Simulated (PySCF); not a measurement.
**Bond length, frequency and bond energy of AlO by level of theory**

State: ²Σ⁺ (doublet), unpaired electrons σ ↑. Set-up: Al 6-311G(d,p), O 6-311G(d,p); no relativity (PySCF 2.14). De refers to Al + O in their high-spin ground configurations, without counterpoise correction. The functionals are run spin-unrestricted. A positive dipole means Al(−)O(+). Levels whose curve was spin-contaminated or gave no clean fit are not listed.

| Level | Re (Å) | ωe (cm⁻¹) | De (eV) | μ (D) |
| --- | --- | --- | --- | --- |
| UHF-CCSD | 1.645 | 933 | 4.24 | n/a |
| PBE | 1.648 | 951 | 5.48 | -3.66 |
| PBEsol | 1.640 | 971 | 5.79 | -3.74 |
| BLYP | 1.654 | 931 | 5.40 | -3.61 |
| r²SCAN | 1.633 | 981 | 5.22 | -3.92 |
| TPSSh | 1.637 | 963 | 4.91 | -3.85 |
| PBE0 | 1.633 | 956 | 4.78 | -3.90 |
| LC-ωPBE | 1.616 | 1003 | 4.82 | -4.39 |

What does a quarter of exact exchange do here, going from PBE to PBE0?

PBE0 less PBE: -1.5 pm in Re, +0.5 % in ωe, -0.70 eV in De. Exact exchange removes part of the self-interaction that spreads semilocal densities, and in most molecules shortens and stiffens the bond and lowers De; so it does here.

What does the step from GGA to meta-GGA do here, going from PBE to r²SCAN?

r²SCAN less PBE: -1.5 pm in Re, +3.2 % in ωe, -0.26 eV in De. 

Correlated steps freeze 6 core orbitals. The CCSD T1 diagnostic is raised, a sign that a single reference may not be enough here. The state was picked by a PBE0 search and need not be the measured ground state.
